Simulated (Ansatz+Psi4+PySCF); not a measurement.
A calculation with Ansatz (development build ahead of 0.2.0).

```yaml
crystal:
  periodic: [false, false, false]
  atoms:
    - { symbol: C, position_ang: [0.0, 0.0, -0.73725] }
    - { symbol: "N", position_ang: [0.0, 0.0, 0.43209] }
    - { symbol: H, position_ang: [0.0, 0.0, 1.42696] }
basis:
  gaussian: { orbitals: cc-pVTZ }
hamiltonian:
  xc: hf
correlation:
  method: mp2
  frozen_orbitals: { C: 1, H: 0, "N": 1 }
```

The input is written out in the form of the current development build from the run's settings.

Output:

| Quantity | Value |
| --- | --- |
| Converged | yes |
| Reference energy | -92.89221 hartree |
| Correlation energy | -0.33267 hartree |
| Total energy | -93.22488 hartree |
| Spin squared of the determinant | 0.000 |
| Stability test | minimum among restricted orbitals |
| Occupied orbitals by symmetry in an Abelian subgroup (alpha; beta) | 5 A1 1 B1 1 B2; 5 A1 1 B1 1 B2 |
